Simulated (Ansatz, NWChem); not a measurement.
# C2H5N (aziridine): from total energies to a heat of formation

C2H5N: 8 atoms, total charge 0, spin state singlet. As SMILES, `C1CN1`. Geometry: relaxed at PBE0-D4/def2-TZVP.

| atom | x (Å) | y (Å) | z (Å) |
| --- | --- | --- | --- |
| C | -0.4420 | 0.3729 | -0.5266 |
| C | 0.7018 | 0.0413 | 0.3427 |
| N | -0.6464 | -0.3792 | 0.7058 |
| H | -0.5239 | -0.1462 | -1.4763 |
| H | -0.8504 | 1.3774 | -0.5215 |
| H | 1.1307 | 0.8030 | 0.9843 |
| H | 1.4061 | -0.7057 | -0.0095 |
| H | -0.7760 | -1.3633 | 0.5010 |

Total energies at SVWN5/def2-SVPD (NWChem 7.3.0); the atoms run unrestricted:

| species | state | energy (Eh) |
| --- | --- | --- |
| C2H5N | singlet | -132.642943 |
| C | triplet | -37.422791 |
| N | quartet | -54.067633 |
| H | doublet | -0.477468 |

Harmonic wavenumbers at PBE0-D4/def2-TZVP, in cm⁻¹: 780, 903, 908, 922, 1005, 1117, 1122, 1153, 1255, 1271, 1308, 1491, 1527, 3125, 3131, 3205, 3219, 3544.

Measured heats of formation of the gaseous atoms at 298.15 K, in kJ/mol: C 716.9, N 472.4, H 218.0. Take 1 Eh = 2625.50 kJ/mol, 1 cm⁻¹ = 0.0119627 kJ/mol, RT = 2.479 kJ/mol.

Work out the heat of formation of the gas at 298 K.


1. Electronic atomisation energy: 2 × (-37.422791) + (-54.067633) + 5 × (-0.477468) − (-132.642943) = 1.342388 Eh = 3524.4 kJ/mol.
2. Zero-point energy: half the sum of the wavenumbers, 15493 cm⁻¹ = 185.3 kJ/mol.
3. Thermal vibrational enthalpy, Σ hcν̃/(exp(hcν̃/kT) − 1): 1.0 kJ/mol. Translation, rotation and pV of a non-linear molecule: 4 RT = 9.9 kJ/mol.
4. The 8 free atoms carry 5/2 RT each: 49.6 kJ/mol.
5. Atomisation enthalpy at 298 K: 3524.4 − 185.3 − 1.0 − 9.9 + 49.6 = 3377.8 kJ/mol.
6. Sum of the atoms' heats of formation: 2996.2 kJ/mol. Heat of formation: 2996.2 − 3377.8 = -381.6 kJ/mol.

The tabulated value is +126.5 kJ/mol (CRC Handbook of Chemistry and Physics), so this level is off by -508.1 kJ/mol, or 17.7 % of the atomisation enthalpy that the table implies (2869.7 kJ/mol). The LDA overbinds, which puts heats of formation too low. Anharmonicity and any spin-orbit splitting of the molecule are left out.
